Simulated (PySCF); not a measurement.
# C4H6N2: the cost of one run

Computed with PySCF 2.14.0, with density-fitted response routines of our own, on a single molecule in the gas phase. Atoms count from 0, in the outputs and in this text.

### 1 Starting geometry

12 atoms, charge 0, multiplicity 1; geometry from: GFN2-xTB. The atoms were then displaced at random by about 0.01 Å, so the start is not that level's minimum.

Bonds of the start (Å): C0–N1 1.41, N1–C2 1.34, C2–C3 1.42, C3–C4 1.42, C4–N5 1.32, N5–N1 1.32, C0–H6 1.11, C0–H7 1.11, C0–H8 1.07, C2–H9 1.07, C3–H10 1.03, C4–H11 1.07.

### 2 Relaxing the molecule at PBE0-D3(BJ)/def2-SVP

The job: settings as JSON, then the geometry in Å.

```
{"job": {"xc": "PBE0", "basis": "def2-SVP", "d3": "d3bj", "grid": 1, "shake": 0.01, "kind": "geom"}, "charge": 0, "multiplicity": 1}
C     -1.823890    -0.039330     0.053740
N     -0.418720    -0.092480     0.011790
C      0.441600     0.933330    -0.053810
C      1.754960     0.386000    -0.067620
C      1.493910    -1.004500    -0.023490
N      0.201170    -1.258020     0.030920
H     -2.165670     0.616380     0.875710
H     -2.220630     0.395680    -0.891730
H     -2.226760    -1.017670     0.209530
H      0.131770     1.953360    -0.056900
H      2.652250     0.892380    -0.097900
H      2.219700    -1.793400     0.000740
```

Started as:

```sh
> OMP_NUM_THREADS=1 python probes_run.py task.json out
```

The driver reads the jobs from task.json and runs them one after another.

**Question.** How long does this first job take on 1 thread of Arm Neoverse V1, shared host, and how much memory does it need?

About 75 s, with a peak of 0.47 GiB.
